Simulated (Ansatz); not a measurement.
HB–Ga–Ga, triplet in cc-pVDZ: errors against UCCSDT(Q)

Geometry: a point of a stretch scan, not a stationary point.

| atom | x (Å) | y (Å) | z (Å) |
| --- | --- | --- | --- |
| B | 0.0000 | 0.0000 | 1.2641 |
| Ga | 0.0000 | 0.0000 | -0.6769 |
| Ga | 0.0000 | 0.0000 | -3.0399 |
| H | 0.0000 | 0.0000 | 2.4526 |

Basis cc-pVDZ; Ansatz 0.2.0. Correlated methods freeze the noble-gas cores and the filled d shells of p-block atoms, which leaves 10 electrons in 44 orbitals. R marks a restricted (for open shells ROHF) determinant, U an unrestricted one. Active spaces: pair = (4e, 4o) about the gap; frontier = (10e, 10o) about the gap. No spin–orbit coupling is included, and no scalar relativity.

Full CI isn't at hand for all of this; UCCSDT(Q) serves as the reference, and is uncertain by about the last step of the cluster series. The frozen core follows each run's orbitals, which can shift R against U totals by a few meV for light atoms and by up to 0.1 eV past Ca.

- UHF ⟨S²⟩: 2.285
- ⟨S²⟩ of the determinant under UCCSD: 2.023
- T1 diagnostic (RCCSD): 0.0271
- largest doubles amplitude (RCCSD): 0.088
- T1 diagnostic (UCCSD): 0.0244

```
   level  E − E(RHF) (eV)
    UMP2          -4.1915
   UCCSD          -5.2789
UCCSD(T)          -5.4953
```

Q: Estimate how far UCCSDT(Q) in cc-pVDZ lies from UCCSD(T). The table doesn't fix it; the size of (T) and the diagnostics are the guide.

A: UCCSDT(Q) in cc-pVDZ lies 75 meV below UCCSD(T), which is 35 % of the (T) step (-216 meV). The diagnostics give no warning, yet the rest is a sizeable part of (T). The miss exceeds 1 kcal/mol.

The other levels:

```tsv
level	E − E(UCCSDT(Q)) (meV)	share of correlation (%)	wall time
UCCSDT	19	99.66	–
```

The correlation energy at UCCSDT(Q), counted from RHF, is -5.570 eV. That run took 2.4 min on 1 thread of Intel Xeon Platinum 8488C, shared host.

Run but not shown, since their state or frozen core can't be matched to the reference's or they repeat it: RHF, UHF, RMP2, RCCSD, RCCSD(T), BCCD(T), RCCSDT, RCCSDT(Q), CASSCF (pair space), NEVPT2 (pair space), CASSCF (frontier space), NEVPT2 (frontier space).

Times hold each run's SCF and search for its determinant on a shared host, so for small cases they say little of a method's own cost; they ran on 1 thread of Intel Xeon Platinum 8488C.
